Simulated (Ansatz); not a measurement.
A made-up structure of SiH₃O, doublet:

```tsv
atom	x (Å)	y (Å)	z (Å)
O1	-1.3944	0.3513	0.7195
Si2	0.0271	-0.0479	-0.0329
H3	-0.1450	-0.2650	-1.4922
H4	0.6856	-1.2265	0.5863
H5	-2.0498	0.4867	1.4218
```

It is relaxed with PBE-D4/def2-SVP and then PBE0-D4/def2-TZVP (Ansatz 0.2.0). Atoms count as bonded within 1.22 times the sum of their covalent radii (H–H: 0.88 Å). The end point is not checked to be a true minimum.

Does its bonding change? (Judge from chemistry; the calculation decides.)

The calculation gives: No: no bond forms or breaks.

Where it ends: The first stage lowers the energy by 0.35 eV in 12 steps. It ends as SiH₃O ([OH][SiH2]):
O1  (-1.564, 0.316, 0.517)
Si2  (-0.025, 0.014, -0.001)
H3  (-0.136, -0.231, -1.464)
H4  (0.554, -1.182, 0.688)
H5  (-1.705, 0.381, 1.463)
(Å)

Labels in which every atom is bracketed show which atoms are joined, not bond orders.

For scale, one of the runs: PBE0-D4/def2-TZVP relaxation, 86 basis functions, launched by `ansatz run in.yaml --threads 2 --pin off --events-out ev --progress --plain --max-ram 4352MiB`. Hardware: 2 CPU threads of an Arm Neoverse V2, shared host. Wall time about 8 s.
